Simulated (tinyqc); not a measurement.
Inside a calculation. Method: UHF in the sto-3g basis, for H2O, spin multiplicity 1. One step of it, computed by the program tinyqc.

Question. Iteration 2: building the Fock matrix. J_ij = sum D_kl (ij|kl) with D = D(alpha) + D(beta), K_ij = sum D_kl (ik|jl) for each spin; F = H + J - K(s); E = tr D H + tr D J / 2 - 0.5 sum_s tr D(s) K(s) + E_nn.

D(alpha) after iteration 1:
```
            1O 1s      1O 2s     1O 2px     1O 2py     1O 2pz      2H 1s      3H 1s
1O 1s    1.056283  -0.242978   0.045824   0.000000   0.037881   0.002728   0.002728
1O 2s   -0.242978   1.099039  -0.292365   0.000000  -0.203762  -0.115920  -0.115920
1O 2px   0.045824  -0.292365   0.840241   0.000000  -0.244727   0.283134   0.283134
1O 2py   0.000000   0.000000   0.000000   0.354057   0.000000   0.260099  -0.260099
1O 2pz   0.037881  -0.203762  -0.244727   0.000000   0.728787   0.164418   0.164418
2H 1s    0.002728  -0.115920   0.283134   0.260099   0.164418   0.388824   0.006676
3H 1s    0.002728  -0.115920   0.283134  -0.260099   0.164418   0.006676   0.388824
```

D(beta) after iteration 1:
```
            1O 1s      1O 2s     1O 2px     1O 2py     1O 2pz      2H 1s      3H 1s
1O 1s    1.056283  -0.242978  -0.045824   0.000000   0.037881   0.002728   0.002728
1O 2s   -0.242978   1.099039   0.292365   0.000000  -0.203762  -0.115920  -0.115920
1O 2px  -0.045824   0.292365   0.840241   0.000000   0.244727  -0.283134  -0.283134
1O 2py   0.000000   0.000000   0.000000   0.354057   0.000000   0.260099  -0.260099
1O 2pz   0.037881  -0.203762   0.244727   0.000000   0.728787   0.164418   0.164418
2H 1s    0.002728  -0.115920  -0.283134   0.260099   0.164418   0.388824   0.006676
3H 1s    0.002728  -0.115920  -0.283134  -0.260099   0.164418   0.006676   0.388824
```

core Hamiltonian H = T + V (hartree):
```
             1O 1s      1O 2s     1O 2px     1O 2py     1O 2pz      2H 1s      3H 1s
1O 1s   -32.660160  -7.598424   0.000000   0.000000  -0.014290  -1.529732  -1.529732
1O 2s    -7.598424  -9.279005   0.000000   0.000000  -0.171165  -3.385714  -3.385714
1O 2px    0.000000   0.000000  -7.411879   0.000000   0.000000   0.000000   0.000000
1O 2py    0.000000   0.000000   0.000000  -7.573188   0.000000  -2.050726   2.050726
1O 2pz   -0.014290  -0.171165   0.000000   0.000000  -7.470218  -1.279534  -1.279534
2H 1s    -1.529732  -3.385714   0.000000  -2.050726  -1.279534  -4.828489  -1.152576
3H 1s    -1.529732  -3.385714   0.000000   2.050726  -1.279534  -1.152576  -4.828489
```

Two-electron integrals (ij|kl) in chemists' order, unique and non-zero (hartree):
```
(11|11) 4.785065    (21|11) 0.741380    (21|21) 0.136873    (22|11) 1.118947
(22|21) 0.256633    (22|22) 0.817206    (31|31) 0.024477    (32|31) 0.037809
(32|32) 0.180518    (33|11) 1.115814    (33|21) 0.256684    (33|22) 0.817023
(33|33) 0.880159    (41|41) 0.024477    (42|41) 0.037809    (42|42) 0.180518
(43|43) 0.047444    (44|11) 1.115814    (44|21) 0.256684    (44|22) 0.817023
(44|33) 0.785270    (44|44) 0.880159    (51|51) 0.024477    (52|51) 0.037809
(52|52) 0.180518    (53|53) 0.047444    (54|54) 0.047444    (55|11) 1.115814
(55|21) 0.256684    (55|22) 0.817023    (55|33) 0.785270    (55|44) 0.785270
(55|55) 0.880159    (61|11) 0.150231    (61|21) 0.027503    (61|22) 0.051239
(61|33) 0.051140    (61|41) 0.001088    (61|42) 0.002037    (61|44) 0.051363
(61|51) 0.000654    (61|52) 0.001225    (61|54) 0.000134    (61|55) 0.051220
(61|61) 0.005598    (62|11) 0.366295    (62|21) 0.085067    (62|22) 0.300017
(62|33) 0.294913    (62|41) 0.005474    (62|42) 0.041856    (62|44) 0.305948
(62|51) 0.003292    (62|52) 0.025172    (62|54) 0.006636    (62|55) 0.298904
(62|61) 0.017427    (62|62) 0.136486    (63|31) 0.008891    (63|32) 0.051794
(63|43) 0.008691    (63|53) 0.005227    (63|63) 0.019427    (64|11) 0.226363
(64|21) 0.053249    (64|22) 0.200529    (64|33) 0.191435    (64|41) 0.011893
(64|42) 0.078278    (64|44) 0.215924    (64|51) 0.001806    (64|52) 0.015927
(64|54) 0.009500    (64|55) 0.194005    (64|61) 0.011390    (64|62) 0.110812
(64|64) 0.108358    (65|11) 0.136131    (65|21) 0.032023    (65|22) 0.120595
(65|33) 0.115126    (65|41) 0.001806    (65|42) 0.015927    (65|44) 0.119399
(65|51) 0.009977    (65|52) 0.061372    (65|54) 0.011261    (65|55) 0.127125
(65|61) 0.006850    (65|62) 0.066640    (65|64) 0.053482    (65|65) 0.051590
(66|11) 0.506617    (66|21) 0.119568    (66|22) 0.483659    (66|33) 0.464115
(66|41) 0.009950    (66|42) 0.104932    (66|44) 0.506730    (66|51) 0.005984
(66|52) 0.063105    (66|54) 0.025628    (66|55) 0.479527    (66|61) 0.024713
(66|62) 0.277209    (66|64) 0.256929    (66|65) 0.154512    (66|66) 0.774606
(71|11) 0.150231    (71|21) 0.027503    (71|22) 0.051239    (71|33) 0.051140
(71|41) -0.001088   (71|42) -0.002037   (71|44) 0.051363    (71|51) 0.000654
(71|52) 0.001225    (71|54) -0.000134   (71|55) 0.051220    (71|61) 0.005496
(71|62) 0.016786    (71|64) 0.010038    (71|65) 0.006604    (71|66) 0.023505
(71|71) 0.005598    (72|11) 0.366295    (72|21) 0.085067    (72|22) 0.300017
(72|33) 0.294913    (72|41) -0.005474   (72|42) -0.041856   (72|44) 0.305948
(72|51) 0.003292    (72|52) 0.025172    (72|54) -0.006636   (72|55) 0.298904
(72|61) 0.016786    (72|62) 0.107360    (72|64) 0.060572    (72|65) 0.050813
(72|66) 0.175529    (72|71) 0.017427    (72|72) 0.136486    (73|31) 0.008891
(73|32) 0.051794    (73|43) -0.008691   (73|53) 0.005227    (73|63) 0.014660
(73|73) 0.019427    (74|11) -0.226363   (74|21) -0.053249   (74|22) -0.200529
(74|33) -0.191435   (74|41) 0.011893    (74|42) 0.078278    (74|44) -0.215924
(74|51) -0.001806   (74|52) -0.015927   (74|54) 0.009500    (74|55) -0.194005
(74|61) -0.010038   (74|62) -0.060572   (74|64) -0.020105   (74|65) -0.028062
(74|66) -0.089204   (74|71) -0.011390   (74|72) -0.110812   (74|74) 0.108358
(75|11) 0.136131    (75|21) 0.032023    (75|22) 0.120595    (75|33) 0.115126
(75|41) -0.001806   (75|42) -0.015927   (75|44) 0.119399    (75|51) 0.009977
(75|52) 0.061372    (75|54) -0.011261   (75|55) 0.127125    (75|61) 0.006604
(75|62) 0.050813    (75|64) 0.028062    (75|65) 0.038339    (75|66) 0.090563
(75|71) 0.006850    (75|72) 0.066640    (75|74) -0.053482   (75|75) 0.051590
(76|11) 0.115962    (76|21) 0.027133    (76|22) 0.102612    (76|33) 0.100545
(76|44) 0.103004    (76|51) 0.001707    (76|52) 0.015119    (76|55) 0.104178
(76|61) 0.005479    (76|62) 0.044707    (76|64) 0.031529    (76|65) 0.024559
(76|66) 0.090964    (76|71) 0.005479    (76|72) 0.044707    (76|74) -0.031529
(76|75) 0.024559    (76|76) 0.017724    (77|11) 0.506617    (77|21) 0.119568
(77|22) 0.483659    (77|33) 0.464115    (77|41) -0.009950   (77|42) -0.104932
(77|44) 0.506730    (77|51) 0.005984    (77|52) 0.063105    (77|54) -0.025628
(77|55) 0.479527    (77|61) 0.023505    (77|62) 0.175529    (77|64) 0.089204
(77|65) 0.090563    (77|66) 0.302146    (77|71) 0.024713    (77|72) 0.277209
(77|74) -0.256929   (77|75) 0.154512    (77|76) 0.090964    (77|77) 0.774606
```

nuclear repulsion = 8.66406776 hartree

Give: Coulomb J; exchange K(alpha); exchange K(beta); F(alpha); F(beta); total energy of this density.

Answer.

Coulomb J (hartree):
```
         1O 1s  1O 2s  1O 2px  1O 2py  1O 2pz  2H 1s   3H 1s
1O 1s   17.244  3.246   0.000   0.000  -0.004  0.652   0.652
1O 2s    3.246  8.107   0.000   0.000   0.048  2.975   2.975
1O 2px   0.000  0.000   8.085   0.000   0.000  0.000   0.000
1O 2py   0.000  0.000   0.000   8.106   0.000  1.990  -1.990
1O 2pz  -0.004  0.048   0.000   0.000   8.106  1.217   1.217
2H 1s    0.652  2.975   0.000   1.990   1.217  4.956   1.024
3H 1s    0.652  2.975   0.000  -1.990   1.217  1.024   4.956
```

exchange K(alpha) (hartree):
```
        1O 1s   1O 2s  1O 2px  1O 2py  1O 2pz  2H 1s   3H 1s
1O 1s   4.886   0.822   0.000   0.000   0.003  0.173   0.173
1O 2s   0.822   1.295  -0.082   0.000  -0.043  0.517   0.517
1O 2px  0.000  -0.082   1.001   0.000  -0.136  0.041   0.041
1O 2py  0.000   0.000   0.000   0.871   0.000  0.349  -0.349
1O 2pz  0.003  -0.043  -0.136   0.000   1.012  0.228   0.228
2H 1s   0.173   0.517   0.041   0.349   0.228  0.624   0.158
3H 1s   0.173   0.517   0.041  -0.349   0.228  0.158   0.624
```

exchange K(beta) (hartree):
```
        1O 1s   1O 2s  1O 2px  1O 2py  1O 2pz   2H 1s   3H 1s
1O 1s   4.886   0.822   0.000   0.000   0.003   0.173   0.173
1O 2s   0.822   1.295   0.082   0.000  -0.043   0.517   0.517
1O 2px  0.000   0.082   1.001   0.000   0.136  -0.041  -0.041
1O 2py  0.000   0.000   0.000   0.871   0.000   0.349  -0.349
1O 2pz  0.003  -0.043   0.136   0.000   1.012   0.228   0.228
2H 1s   0.173   0.517  -0.041   0.349   0.228   0.624   0.158
3H 1s   0.173   0.517  -0.041  -0.349   0.228   0.158   0.624
```

F(alpha) (hartree):
```
          1O 1s   1O 2s  1O 2px  1O 2py  1O 2pz   2H 1s   3H 1s
1O 1s   -20.303  -5.175   0.000   0.000  -0.021  -1.050  -1.050
1O 2s    -5.175  -2.467   0.082   0.000  -0.080  -0.928  -0.928
1O 2px    0.000   0.082  -0.327   0.000   0.136  -0.041  -0.041
1O 2py    0.000   0.000   0.000  -0.338   0.000  -0.410   0.410
1O 2pz   -0.021  -0.080   0.136   0.000  -0.376  -0.291  -0.291
2H 1s    -1.050  -0.928  -0.041  -0.410  -0.291  -0.497  -0.287
3H 1s    -1.050  -0.928  -0.041   0.410  -0.291  -0.287  -0.497
```

F(beta) (hartree):
```
          1O 1s   1O 2s  1O 2px  1O 2py  1O 2pz   2H 1s   3H 1s
1O 1s   -20.303  -5.175   0.000   0.000  -0.021  -1.050  -1.050
1O 2s    -5.175  -2.467  -0.082   0.000  -0.080  -0.928  -0.928
1O 2px    0.000  -0.082  -0.327   0.000  -0.136   0.041   0.041
1O 2py    0.000   0.000   0.000  -0.338   0.000  -0.410   0.410
1O 2pz   -0.021  -0.080  -0.136   0.000  -0.376  -0.291  -0.291
2H 1s    -1.050  -0.928   0.041  -0.410  -0.291  -0.497  -0.287
3H 1s    -1.050  -0.928   0.041   0.410  -0.291  -0.287  -0.497
```

total energy of this density = -74.84555 hartree
